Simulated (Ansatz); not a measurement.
Ansatz (a program for electronic structure) input (PBE/aug-cc-pV(T+d)Z): A basis named .json is the Basis Set Exchange file of that set (core-valence sets with the plain set on hydrogen).

Ansatz 0.2 input:
```yaml
crystal:
  periodic: [false, false, false]
  atoms:
    - {symbol: C, position_ang: [0.15843431, -0.00360145, 0.66878908]}
    - {symbol: Cl, position_ang: [-0.06875929, 1.47284799, -0.15074332]}
    - {symbol: Cl, position_ang: [-0.03583858, -1.47140540, -0.17439705]}
    - {symbol: H, position_ang: [0.82755792, -0.00291530, 1.51465181]}
basis:
  gaussian:
    orbitals: aug-cc-pV_T+d_Z.json
hamiltonian:
  xc: {name: PBE}
magnetization: {spin_polarized: true, initial_magnetization: 1}
accuracy: high
```

Output:

```
Functional definition: PBE
integrals: 0.60 GiB planned
2612 factors; integrals over basis functions are off by at most 3.4e-9 eV
mean field: 1.18 GiB planned
mean field evaluation 1: about -26081.1616 eV, gradient 3.5e1 eV
mean field evaluation 2: about -26051.8781 eV, gradient 7.2e1 eV
mean field evaluation 4: about -26086.9340 eV, gradient 3.9e0 eV
mean field evaluation 8: about -26086.9978 eV, gradient 9.3e-2 eV
mean field evaluation 16: about -26086.9978 eV, gradient 3.4e-5 eV
mean field -26086.99781713 eV, -958.6794873774 hartree, gradient 2.0e-8 eV, S^2 0.753423; 0 other end points of the search recorded, 0 dependent functions left out
reference -26086.99782210 eV, -958.6794875601 hartree; 21, 20 occupied and 158, 159 virtual orbitals, 2612 factors
Total energy: -26086.99782210 eV, -958.6794875601 hartree
```
